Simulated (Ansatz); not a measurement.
Two isomers of C3H5NO: A = `COC=C=N`, B = `CC1(O)C=N1`.

Program: Ansatz. Geometries: PBE0-D4/def2-TZVP. ΔE: electronic, gas phase. CCSD(T)/CBS is the MP2 limit (def2-TZVPP, def2-QZVPP) plus CCSD(T) − MP2 in def2-TZVPP, frozen cores. DFT in def2-TZVPP. B3LYP here is the variant with VWN-RPA as its local correlation; programs differ in this. One conformer a species, not always the lowest.

A:

```xyz
10

C    -0.240   -0.532    1.650
O     0.162    0.508    0.783
C     0.542    0.049   -0.450
C    -0.013    0.499   -1.549
N    -0.574    0.837   -2.580
H    -0.469   -0.072    2.611
H    -1.129   -1.045    1.267
H     0.564   -1.267    1.785
H     1.363   -0.662   -0.508
H    -0.206    1.686   -3.011
```

B:

```xyz
10

C    -0.663    0.833    0.699
C     0.002   -0.246   -0.091
O    -0.378   -1.493    0.385
C     1.198   -0.084   -0.866
N     0.152   -0.105   -1.571
H    -0.379    0.763    1.752
H    -0.383    1.814    0.320
H    -1.748    0.721    0.634
H    -0.071   -2.165   -0.231
H     2.270   -0.038   -1.031
```

Q: Which isomer does CCSD(T)/CBS put lower? Give the gap. (An estimate is asked.)

A: Computed: B, by 38.6 kJ/mol.

Q: Give E(B) − E(A) in kJ/mol with PBE-D4, PBE0-D4, MP2/def2-TZVPP, HF/def2-TZVPP, ωB97M-V, CCSD(T)/def2-TZVPP, B3LYP. (An estimate is asked.)

A: Computed: PBE-D4 -21.8, PBE0-D4 -32.1, MP2/def2-TZVPP -49.7, HF/def2-TZVPP -12.7, ωB97M-V -32.2, CCSD(T)/def2-TZVPP -34.5, B3LYP -4.8. None reverses the order clearly.

Q: Does the order hold for the free energy at 298.15 K (harmonic terms from PBE0-D4)? (Best estimate.)

A: The calculation gave: Yes: G(B) − G(A) = -35.6 kJ/mol, for one conformer each.

Largest T1 diagnostic: 0.014.

Leaving LDA and LC-ωPBE aside and taking each functional with its dispersion term where it has one, the values, not all of them listed here, spread over 45.3 kJ/mol, from PBE-QIDH to BLYP-D4. LDA lies −9.7 kJ/mol from PBE without D4. From r2SCAN to r2SCAN0 (25 % exact exchange), in def2-TZVPP and without D4, E(B) − E(A) moves by −8.3 kJ/mol.
